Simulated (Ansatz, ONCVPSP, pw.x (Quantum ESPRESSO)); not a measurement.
vanadium: one change to the ONCV potential, in the atom and in the bcc crystal

* Element: vanadium
* Generator: ONCVPSP 4.0.1
* Type: optimised norm-conserving Vanderbilt (ONCV)
* Functional: PBE
* Relativity: scalar-relativistic
* Frozen core: [Ar]
* Valence charge: 5
* Reference configuration: 3d4 4s1
* Partial waves: 4s: rc 3.15 bohr, ncon 4, nbas 8, qcut 1.9 1/bohr, 2 projectors, debl 0.8 Ha; p scattering state at 0.46 Ha: rc 2.50 bohr, ncon 4, nbas 7, qcut 3.1 1/bohr, 2 projectors, debl 2.5 Ha; 3d: rc 1.60 bohr, ncon 4, nbas 9, qcut 7.8 1/bohr, 2 projectors, debl 1.1 Ha
* Local potential: polynomial inside 1.50 bohr (lpopt 2, dvloc0 0 Ha)
* Core correction: Teter function, fcfact 1.75, rcfact 1.45

Change: s: ncon 5, nbas 9.

Cutoffs, loose and tight: the cutoffs (Ha) at which the residual kinetic energy of the hardest occupied pseudo-wave falls to 1 and 0.1 mHa per electron. They do not see the model core or the augmentation charge, which bear on the density cutoff. Test errors are all-electron minus pseudo excitation energies from the reference, over the configurations 3d3 4s2; 3d3 4s1; 3d3 4s0; 3d3 4s1.5; variants that change the core or the reference have their own tests.

Crystal test: bcc V in pw.x 7.5, no spin, 15³ k-points, Fermi–Dirac smearing 0.01 Ry, cutoffs set for each file from its atomic test. The reference is all-electron LAPW (Ansatz 0.2.0) with the same functional, mesh and smearing; V0 and B0 come from Birch–Murnaghan fits to the pressures at five volumes. Errors are pseudo minus all-electron; Δ is the rms difference of the E(V) curves that follow from these fits, minima aligned, over ±6 % about the mean V0. Mesh and smearing are coarse, so the numbers serve the comparison and aren't converged zero-temperature values; the lattice is a test structure that the element need not adopt.

All-electron: a0 = 3.000 Å (V0 = 13.50 Å³/atom), B0 = 179.4 GPa.

Task: Does the change bring the crystal closer to the all-electron result?

Result: The mean pressure error goes from -4.35 to -5.13 GPa, so the change moves the solid further from the all-electron pressures.

| quantity | base | changed |
| --- | --- | --- |
| outcome (atom) | generated | generated |
| cutoff, loose (atom) | 28 Ha | 28 Ha |
| cutoff, tight (atom) | 72 Ha | 72 Ha |
| bound ghosts (atom) | none | none |
| largest test error (meV) (atom) | -54 over the solved tests; 1 of 4 tests not solved or not reliable | -36 over the solved tests; 1 of 4 tests not solved or not reliable |
| cutoffs in pw.x (Ry) | 165/660 | 165/660 |
| a0 (Å) | 2.975 | 2.970 |
| a0 error (%) | -0.83 | -0.99 |
| B0 error (%) | -2.8 | -2.2 |
| Δ (meV/atom) | 13.1 | 15.5 |
| mean pressure error (GPa) | -4.35 | -5.13 |

Base: The largest radius (3.15 bohr) exceeds half the bond length (2.45 bohr), so the spheres overlap, which is one possible source of error among others. This is a poor potential for the solid. The generator flags a localised state at positive energy (s at 36 eV). Atomic configuration tests: 1 of 4 tests not solved or not reliable. Changed file: The largest radius (3.15 bohr) exceeds half the bond length (2.45 bohr), so the spheres overlap, which is one possible source of error among others. This is a poor potential for the solid. The generator flags a localised state at positive energy (s at 39 eV, s at 43 eV). Atomic configuration tests: 1 of 4 tests not solved or not reliable.
